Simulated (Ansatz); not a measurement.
# C2H2ClN: the cost of one run

Method: UHF/def2-SVP, in Ansatz 0.2.0.

## (1) The structure to begin with

Bond lengths: N1–C2 1.160 Å, C2–C3 1.287 Å, C3–Cl4 1.631 Å, N1–H5 1.054 Å, C3–H6 1.108 Å. Angles: N1–C2–C3 177.8°, C2–N1–H5 112.0°, C2–C3–Cl4 120.4°, C2–C3–H6 123.3°, Cl4–C3–H6 116.1°.

Coordinates:

```xyz
6

N     0.5848    0.7015   -1.3277
C     0.2463    0.3168   -0.2869
C    -0.0892   -0.1394    0.8689
Cl   -1.0834   -1.4264    0.9924
H     0.0534    0.2389   -2.1121
H     0.3302    0.2446    1.8193
```

## (2) Relaxing end A

The input, input.yaml:

```yaml
crystal:
  periodic: [false, false, false]
  atoms:
    - { symbol: "N", position_ang: [0.5848, 0.7015, -1.3277] }
    - { symbol: C, position_ang: [0.2463, 0.3168, -0.2869] }
    - { symbol: C, position_ang: [-0.0892, -0.1394, 0.8689] }
    - { symbol: Cl, position_ang: [-1.0834, -1.4264, 0.9924] }
    - { symbol: H, position_ang: [0.0534, 0.2389, -2.1121] }
    - { symbol: H, position_ang: [0.3302, 0.2446, 1.8193] }
magnetization:
  spin_polarized: true
basis:
  gaussian: { orbitals: def2-SVP }
hamiltonian:
  xc: hf
relax:
  f_tol: 0.02
  max_steps: 50
```

The run is started by

```sh
$ ansatz run input.yaml --threads 1 --pin off --max-ram 2048MiB --backend cpu --events-out ev --progress --plain --runs-dir out
```

Q: Estimate wall time and peak memory on 1 thread of Arm Neoverse V2, shared host.

About 21 s, with a peak of 0.15 GiB.
